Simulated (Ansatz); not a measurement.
Molecular dynamics of CH$_{8}$Si$_{2}$

Input file:

```yaml
crystal:
  periodic: [false, false, false]
  atoms:
    - { symbol: Si, position_ang: [-0.00335, -0.110238, -0.163481] }
    - { symbol: H, position_ang: [-0.251728, -0.406257, 1.296456] }
    - { symbol: C, position_ang: [1.86982, -0.00533, -0.501531] }
    - { symbol: H, position_ang: [2.367264, -0.958359, -0.227142] }
    - { symbol: H, position_ang: [2.069498, 0.190487, -1.575178] }
    - { symbol: H, position_ang: [2.335786, 0.809347, 0.089857] }
    - { symbol: Si, position_ang: [-1.120967, 1.900337, -0.726222] }
    - { symbol: H, position_ang: [-2.600277, 1.788025, -0.451249] }
    - { symbol: H, position_ang: [-0.577059, 3.056927, 0.077447] }
    - { symbol: H, position_ang: [-0.934723, 2.222942, -2.18951] }
    - { symbol: H, position_ang: [-0.611764, -1.23928, -0.960847] }
basis:
  gaussian: { orbitals: def2-SVP }
hamiltonian:
  xc: revpbe
md:
  timestep: 1.0
  n_steps: 150
  ensemble: nve
  temperature: 300.0
  initial_velocities: maxwell_boltzmann
  seed: 222097
```

Command:

```bash
$ ansatz run input.yaml --threads 1 --pin off --max-ram 2048MiB --backend cpu --events-out ev --progress --plain --runs-dir out
```

It starts from a relaxed structure.

Output, in part (one step line in 3, the closing report, with atoms numbered from 0):

```
md step     0: t =     0.00 fs  T =   300.0 K  F+E_penalty+E_count = -16913.21320377 eV  E_kin = 0.349002 eV  conserved = -16912.86420177 eV  (25 SCF iters)
md step     3: t =     3.00 fs  T =   219.0 K  F+E_penalty+E_count = -16913.11464107 eV  E_kin = 0.254811 eV  conserved = -16912.85982993 eV  (27 SCF iters)
md step     6: t =     6.00 fs  T =   191.2 K  F+E_penalty+E_count = -16913.08522613 eV  E_kin = 0.222472 eV  conserved = -16912.86275400 eV  (27 SCF iters)
md step     9: t =     9.00 fs  T =   124.0 K  F+E_penalty+E_count = -16913.00493669 eV  E_kin = 0.144230 eV  conserved = -16912.86070666 eV  (27 SCF iters)
md step    12: t =    12.00 fs  T =    93.9 K  F+E_penalty+E_count = -16912.96985291 eV  E_kin = 0.109182 eV  conserved = -16912.86067072 eV  (27 SCF iters)
md step    15: t =    15.00 fs  T =   122.7 K  F+E_penalty+E_count = -16913.00467120 eV  E_kin = 0.142687 eV  conserved = -16912.86198434 eV  (27 SCF iters)
md step    18: t =    18.00 fs  T =   119.7 K  F+E_penalty+E_count = -16912.99963637 eV  E_kin = 0.139254 eV  conserved = -16912.86038262 eV  (26 SCF iters)
md step    21: t =    21.00 fs  T =   171.9 K  F+E_penalty+E_count = -16913.06288626 eV  E_kin = 0.199967 eV  conserved = -16912.86291926 eV  (27 SCF iters)
md step    24: t =    24.00 fs  T =   174.6 K  F+E_penalty+E_count = -16913.06374216 eV  E_kin = 0.203085 eV  conserved = -16912.86065748 eV  (27 SCF iters)
md step    27: t =    27.00 fs  T =   178.5 K  F+E_penalty+E_count = -16913.06995028 eV  E_kin = 0.207630 eV  conserved = -16912.86232004 eV  (27 SCF iters)
md step    30: t =    30.00 fs  T =   165.0 K  F+E_penalty+E_count = -16913.05230228 eV  E_kin = 0.191911 eV  conserved = -16912.86039107 eV  (27 SCF iters)
md step    33: t =    33.00 fs  T =   171.5 K  F+E_penalty+E_count = -16913.06167889 eV  E_kin = 0.199520 eV  conserved = -16912.86215923 eV  (27 SCF iters)
md step    36: t =    36.00 fs  T =   146.2 K  F+E_penalty+E_count = -16913.03076199 eV  E_kin = 0.170079 eV  conserved = -16912.86068272 eV  (27 SCF iters)
md step    39: t =    39.00 fs  T =   157.5 K  F+E_penalty+E_count = -16913.04546389 eV  E_kin = 0.183243 eV  conserved = -16912.86222104 eV  (27 SCF iters)
md step    42: t =    42.00 fs  T =   122.6 K  F+E_penalty+E_count = -16913.00426742 eV  E_kin = 0.142588 eV  conserved = -16912.86167985 eV  (27 SCF iters)
md step    45: t =    45.00 fs  T =   105.1 K  F+E_penalty+E_count = -16912.98266134 eV  E_kin = 0.122311 eV  conserved = -16912.86034990 eV  (27 SCF iters)
md step    48: t =    48.00 fs  T =   126.9 K  F+E_penalty+E_count = -16913.01050980 eV  E_kin = 0.147675 eV  conserved = -16912.86283437 eV  (28 SCF iters)
md step    51: t =    51.00 fs  T =    90.1 K  F+E_penalty+E_count = -16912.96408988 eV  E_kin = 0.104819 eV  conserved = -16912.85927110 eV  (27 SCF iters)
md step    54: t =    54.00 fs  T =   145.8 K  F+E_penalty+E_count = -16913.03286270 eV  E_kin = 0.169585 eV  conserved = -16912.86327787 eV  (28 SCF iters)
md step    57: t =    57.00 fs  T =   112.1 K  F+E_penalty+E_count = -16912.99063339 eV  E_kin = 0.130443 eV  conserved = -16912.86019025 eV  (26 SCF iters)
md step    60: t =    60.00 fs  T =   131.5 K  F+E_penalty+E_count = -16913.01513841 eV  E_kin = 0.152952 eV  conserved = -16912.86218649 eV  (27 SCF iters)
md step    63: t =    63.00 fs  T =   123.0 K  F+E_penalty+E_count = -16913.00473632 eV  E_kin = 0.143137 eV  conserved = -16912.86159892 eV  (27 SCF iters)
md step    66: t =    66.00 fs  T =   105.4 K  F+E_penalty+E_count = -16912.98273389 eV  E_kin = 0.122611 eV  conserved = -16912.86012276 eV  (27 SCF iters)
md step    69: t =    69.00 fs  T =   166.4 K  F+E_penalty+E_count = -16913.05615577 eV  E_kin = 0.193622 eV  conserved = -16912.86253415 eV  (26 SCF iters)
md step    72: t =    72.00 fs  T =   168.8 K  F+E_penalty+E_count = -16913.05665628 eV  E_kin = 0.196333 eV  conserved = -16912.86032311 eV  (27 SCF iters)
md step    75: t =    75.00 fs  T =   201.9 K  F+E_penalty+E_count = -16913.09800549 eV  E_kin = 0.234846 eV  conserved = -16912.86315926 eV  (27 SCF iters)
md step    78: t =    78.00 fs  T =   159.2 K  F+E_penalty+E_count = -16913.04574171 eV  E_kin = 0.185245 eV  conserved = -16912.86049681 eV  (28 SCF iters)
md step    81: t =    81.00 fs  T =   132.0 K  F+E_penalty+E_count = -16913.01564762 eV  E_kin = 0.153539 eV  conserved = -16912.86210838 eV  (26 SCF iters)
md step    84: t =    84.00 fs  T =   104.7 K  F+E_penalty+E_count = -16912.98243415 eV  E_kin = 0.121765 eV  conserved = -16912.86066954 eV  (27 SCF iters)
md step    87: t =    87.00 fs  T =   100.0 K  F+E_penalty+E_count = -16912.97792558 eV  E_kin = 0.116383 eV  conserved = -16912.86154290 eV  (27 SCF iters)
md step    90: t =    90.00 fs  T =   108.4 K  F+E_penalty+E_count = -16912.98694898 eV  E_kin = 0.126107 eV  conserved = -16912.86084202 eV  (27 SCF iters)
md step    93: t =    93.00 fs  T =   172.1 K  F+E_penalty+E_count = -16913.06155488 eV  E_kin = 0.200202 eV  conserved = -16912.86135265 eV  (27 SCF iters)
md step    96: t =    96.00 fs  T =   214.0 K  F+E_penalty+E_count = -16913.11164508 eV  E_kin = 0.249001 eV  conserved = -16912.86264369 eV  (26 SCF iters)
md step    99: t =    99.00 fs  T =   203.4 K  F+E_penalty+E_count = -16913.09691993 eV  E_kin = 0.236656 eV  conserved = -16912.86026439 eV  (27 SCF iters)
md step   102: t =   102.00 fs  T =   220.0 K  F+E_penalty+E_count = -16913.11940669 eV  E_kin = 0.255991 eV  conserved = -16912.86341553 eV  (27 SCF iters)
md step   105: t =   105.00 fs  T =   156.5 K  F+E_penalty+E_count = -16913.04124625 eV  E_kin = 0.182064 eV  conserved = -16912.85918256 eV  (26 SCF iters)
md step   108: t =   108.00 fs  T =   202.6 K  F+E_penalty+E_count = -16913.09898036 eV  E_kin = 0.235693 eV  conserved = -16912.86328769 eV  (27 SCF iters)
md step   111: t =   111.00 fs  T =   148.4 K  F+E_penalty+E_count = -16913.03321670 eV  E_kin = 0.172689 eV  conserved = -16912.86052809 eV  (27 SCF iters)
md step   114: t =   114.00 fs  T =   134.6 K  F+E_penalty+E_count = -16913.01798357 eV  E_kin = 0.156538 eV  conserved = -16912.86144543 eV  (27 SCF iters)
md step   117: t =   117.00 fs  T =   142.6 K  F+E_penalty+E_count = -16913.02794773 eV  E_kin = 0.165898 eV  conserved = -16912.86204980 eV  (27 SCF iters)
md step   120: t =   120.00 fs  T =   127.5 K  F+E_penalty+E_count = -16913.00841136 eV  E_kin = 0.148284 eV  conserved = -16912.86012745 eV  (27 SCF iters)
md step   123: t =   123.00 fs  T =   174.0 K  F+E_penalty+E_count = -16913.06541874 eV  E_kin = 0.202376 eV  conserved = -16912.86304279 eV  (27 SCF iters)
md step   126: t =   126.00 fs  T =   144.6 K  F+E_penalty+E_count = -16913.02791437 eV  E_kin = 0.168249 eV  conserved = -16912.85966569 eV  (27 SCF iters)
md step   129: t =   129.00 fs  T =   192.7 K  F+E_penalty+E_count = -16913.08707020 eV  E_kin = 0.224220 eV  conserved = -16912.86285050 eV  (27 SCF iters)
md step   132: t =   132.00 fs  T =   201.7 K  F+E_penalty+E_count = -16913.09569928 eV  E_kin = 0.234666 eV  conserved = -16912.86103309 eV  (27 SCF iters)
md step   135: t =   135.00 fs  T =   182.7 K  F+E_penalty+E_count = -16913.07483664 eV  E_kin = 0.212578 eV  conserved = -16912.86225869 eV  (26 SCF iters)
md step   138: t =   138.00 fs  T =   138.4 K  F+E_penalty+E_count = -16913.02206863 eV  E_kin = 0.161006 eV  conserved = -16912.86106269 eV  (27 SCF iters)
md step   141: t =   141.00 fs  T =   120.2 K  F+E_penalty+E_count = -16913.00109751 eV  E_kin = 0.139870 eV  conserved = -16912.86122749 eV  (27 SCF iters)
md step   144: t =   144.00 fs  T =   126.8 K  F+E_penalty+E_count = -16913.00914342 eV  E_kin = 0.147461 eV  conserved = -16912.86168234 eV  (27 SCF iters)
md step   147: t =   147.00 fs  T =   140.9 K  F+E_penalty+E_count = -16913.02498151 eV  E_kin = 0.163957 eV  conserved = -16912.86102419 eV  (26 SCF iters)
md step   150: t =   150.00 fs  T =   141.9 K  F+E_penalty+E_count = -16913.02760852 eV  E_kin = 0.165107 eV  conserved = -16912.86250106 eV  (26 SCF iters)
Total energy: -16913.02765599 eV, -621.5423022957 hartree
Atom 0 at     0.048783    -0.079385    -0.193511 Å, force    -0.666301    -0.035348     0.188213 eV/Å
Atom 1 at    -0.461364    -0.327170     1.238581 Å, force     0.341872    -0.006951    -0.348604 eV/Å
Atom 2 at     1.923343    -0.122184    -0.445836 Å, force     0.095137    -0.066849    -0.921231 eV/Å
Atom 3 at     2.426283    -1.015710    -0.008785 Å, force    -0.067451     0.396371     0.297689 eV/Å
Atom 4 at     2.040717    -0.270713    -1.551252 Å, force    -0.047623     0.093236     0.196869 eV/Å
Atom 5 at     2.417080     0.844317    -0.241797 Å, force     0.256392    -0.110444     0.411496 eV/Å
Atom 6 at    -1.184707     1.931900    -0.718369 Å, force     0.546617    -0.331905    -0.610120 eV/Å
Atom 7 at    -2.575266     1.623199    -0.311274 Å, force    -0.475570    -0.070949     0.081112 eV/Å
Atom 8 at    -0.712099     3.066421     0.118088 Å, force     0.157250     0.281732     0.231996 eV/Å
Atom 9 at    -1.194900     2.414977    -2.174325 Å, force     0.056412    -0.227990     0.363471 eV/Å
Atom 10 at    -0.457822    -1.218146    -1.055131 Å, force    -0.196736     0.079099     0.109110 eV/Å
Dipole moment:     0.232434    -0.034796    -0.038099 e Å
```

All steps were run. The conserved energy stayed within 0.46 meV per atom of its start (net change 0.15 meV per atom), so the integration is sound. Over the second half the temperature averaged 0.52 of the 300 K drawn at the start: a run that starts near a minimum puts about half its kinetic energy into the potential. A run of 0.15 ps of so small a system gives no equilibrium averages.

The same pairs are bonded in the first frame and the last. Pairs count as bonded within 1.25 times the sum of covalent radii (0.12 Å more for H–H).

Last frame:

```xyz
11
Properties=species:S:1:pos:R:3
Si 0.049 -0.079 -0.194
H -0.461 -0.327 1.239
C 1.923 -0.122 -0.446
H 2.426 -1.016 -0.009
H 2.041 -0.271 -1.551
H 2.417 0.844 -0.242
Si -1.185 1.932 -0.718
H -2.575 1.623 -0.311
H -0.712 3.066 0.118
H -1.195 2.415 -2.174
H -0.458 -1.218 -1.055
```

Time of the run: 4.3 min on 1 thread of Intel(R) Xeon(R) Platinum 8488C (Sapphire Rapids), on a shared host, peak memory 0.13 GiB.
